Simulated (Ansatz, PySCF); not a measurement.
Reaction: C2H6O (methoxymethane, SMILES COC) → C2H6O (SMILES C(O)C)
Each species at its own B3LYP-D3(BJ)/def2-TZVP minimum (Ansatz, a quantum-chemistry and plane-wave program), one conformer.

Total energies in hartree (Ansatz). Open shells are spin-unrestricted; no spin-orbit coupling. Cores are frozen in correlated methods. No relativity.

```csv
species,HF/cc-pVTZ,CCSD(T)/cc-pVTZ,HF/cc-pVQZ,CCSD(T)/cc-pVQZ,CCSD(T)/cc-pVDZ,CCSDT(Q)/cc-pVDZ
"1: C2H6O (methoxymethane, SMILES COC)",-154.12617,-154.77674,-154.13765,-154.82561,-154.60621,-154.60785
"2: C2H6O (ethanol, SMILES CCO)",-154.14243,-154.79527,-154.15422,-154.84492,-154.62297,-154.62460
```

Problem. Work out the isomerisation energy (enthalpy at 298 K, ideal-gas terms from PySCF's Hessians at B3LYP-D3(BJ)/def2-TZVP) in kJ/mol: take Hartree-Fock from cc-pVQZ, extrapolate the CCSD(T) correlation energy as X^-3 (X = 3, 4), and add CCSDT(Q) - CCSD(T) in cc-pVDZ. The further terms named in the bracket sum to +0.00022 hartree. 1 hartree = 2625.5 kJ/mol.

Solution. 
Species 1: correlation (64·(-0.68796) - 27·(-0.65057))/37 = -0.71524; step -0.00164; E1 = -154.13765 + (-0.71524) + (-0.00164) = -154.85453
Species 2: correlation (64·(-0.69070) - 27·(-0.65284))/37 = -0.71833; step -0.00163; E2 = -154.15422 + (-0.71833) + (-0.00163) = -154.87418
-1·E1 +1·E2 +0.00022 = -0.01943 hartree = -51.0 kJ/mol. From measured enthalpies of formation at 298 K: -12.1 kcal/mol (Active Thermochemical Tables 1.112 (ions: stationary electron), as tabulated in the package chemicals). The calculations leave out spin-orbit terms. The composite differs from it by -0.5 kJ/mol; core, relativistic and spin-orbit terms are not in it.
